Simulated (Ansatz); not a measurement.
`C#CC(C)F` → `CC1=CC1F`  (isomerisation)

Program: Ansatz. Geometries: PBE0-D4/def2-TZVP. ΔE: electronic, gas phase. CCSD(T)/CBS is the MP2 limit (def2-TZVPP, def2-QZVPP) plus CCSD(T) − MP2 in def2-TZVPP, frozen cores. DFT in def2-TZVPP.

```csv
level,ΔE (kJ/mol)
PBE-D4,8.2
ωB97X-V,17.2
```

Task: What does CCSD(T)/CBS give? (An estimate is asked.)

Result: Computed: +37.8 kJ/mol. The listed levels differ from it by -29.6, -20.6 kJ/mol.

Largest T1 diagnostic among the species: 0.011.

In def2-TZVPP, CCSD(T) changes the Hartree–Fock value by −7.7 kJ/mol (the triples alone add −0.6 kJ/mol) and MP2 by −10.9 kJ/mol. From r2SCAN to r2SCAN0 (25 % exact exchange), in def2-TZVPP and without D4, ΔE moves by −3.3 kJ/mol. At CCSD(T), def2-SVP lies −5.6 kJ/mol from the extrapolated value and def2-TZVPP +2.5 kJ/mol.
